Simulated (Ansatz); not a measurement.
# Isomers

Structures of BSiH$_{4}$O (charge +1), singlet, relaxed at PBE0-D4/def2-TZVP (vibrations not checked; lower isomers may exist, and structures with a doubtful reference or unclear bonds are left out). Program: Ansatz 0.2.0. Basis: def2-TZVPP. Cores are frozen in the correlated methods. B3LYP uses VWN-RPA correlation.

Rank them by CCSD(T) energy, lowest first, and give each one's height above the lowest. Links in brackets join atoms within 1.22 times the sum of their covalent radii (1.1 for two metals). (To be estimated.)
A.
BSiH₄O ([OH][BH][SiH2]), total charge +1
```
7
angstrom
O -1.4014 0.5148 -0.6953
B -0.4094 -0.3433 -0.5435
Si 0.9847 0.1914 0.8696
H -2.0772 0.2968 -1.3522
H -0.2324 -1.3743 -1.1214
H 0.9155 -0.2287 2.2872
H 2.2202 0.9434 0.5556
```
B.
BSiH₄O ([BH][O][SiH3]), total charge +1
```
7
angstrom
B -1.3906 0.2038 -0.5121
O -0.3434 0.0303 0.0805
Si 1.1960 -0.2247 0.9528
H 0.7440 -0.2436 2.3511
H -2.4014 0.3712 -1.0841
H 1.9689 0.9553 0.5402
H 1.6394 -1.5123 0.4002
```
C.
BSiH₄O ([BH2][O][SiH2]), total charge +1
```
7
angstrom
B -1.3317 0.2078 -0.6597
O -0.1000 0.0155 -0.0497
Si 1.2757 -0.1991 0.6319
H -1.3296 0.2427 -1.8455
H -2.2642 0.3182 0.0654
H 2.0571 0.9975 0.9671
H 1.6927 -1.5826 0.8904
```

Computed: B (0.00 kcal/mol), C (18.30 kcal/mol), A (40.62 kcal/mol). Heights count from the lowest.

Do PBE-D4, r2SCAN-D4, PBE0-D4, B3LYP-D4, wB97M-V, HF, MP2 give the same order? (Judge from chemistry; the calculation decides.)

By the calculation: All do.

The T1 diagnostic stays at or below 0.016.

For scale, one of the runs: CCSD(T)/def2-TZVPP, 160 basis functions, launched by `ansatz run in.yaml --threads 2 --pin off --events-out ev --progress --plain --max-ram 4352MiB`. Hardware: 2 CPU threads of an Arm Neoverse V2, shared host. Wall time 14 s; peak host memory 1.1 GiB.
